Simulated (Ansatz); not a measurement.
## A ladder of methods for AlHClO (SMILES [O][AlH][Cl])

AlHClO: 4 atoms, total charge 0, spin state doublet. As SMILES, `[O][AlH][Cl]`. The coordinates come from a PBE0-D4/def2-TZVP relaxation.

```xyz
4

O     0.2906   -1.0359    1.3506
Al    0.1184    0.0490    0.0156
Cl   -1.5732   -0.2106   -1.1688
H     1.2197    1.1373   -0.2178
```

Quantity: the energy change with the Al2–Cl3 bond stretched from 2.081 to 5.203 Å, in eV. The values are calculated.

| level | kind | program | value (eV) | less FCI/STO-3G |
| --- | --- | --- | --- | --- |
| UHF/STO-3G | Hartree–Fock | Ansatz | 5.44 | +0.55 |
| USVWN5/STO-3G | LDA | Ansatz | 4.86 | -0.03 |
| U-revPBE/STO-3G | GGA | Ansatz | 4.58 | -0.31 |
| UBLYP/STO-3G | GGA | Ansatz | 4.49 | -0.40 |
| UPBE0/STO-3G | global hybrid | Ansatz | 5.52 | +0.63 |
| UHSE06/STO-3G | range-separated hybrid | Ansatz | 5.48 | +0.59 |
| UB2PLYP/STO-3G | double hybrid | Ansatz | 5.72 | +0.83 |
| UMP2/STO-3G | perturbation theory | Ansatz | 5.62 | +0.73 |
| UCCSDT(Q)/STO-3G | coupled cluster or CI | Ansatz | 4.83 | -0.06 |
| FCI/STO-3G | exact in the basis | Ansatz | 4.89 | 0.00 |

FCI/STO-3G is exact within its basis and frozen core, so for wave-function methods in that basis the difference is their error; functionals converge differently with the basis, so for them it is only a difference. The first shape isn't each level's own minimum. The values span 4.49 to 5.72 eV. Spin contamination of the reference (⟨S²⟩ at least 0.1 too high) touches UHF/STO-3G, UPBE0/STO-3G, UHSE06/STO-3G, UB2PLYP/STO-3G, UMP2/STO-3G, UCCSDT(Q)/STO-3G. All rows use very small basis sets, so even the best lies far from the true value.
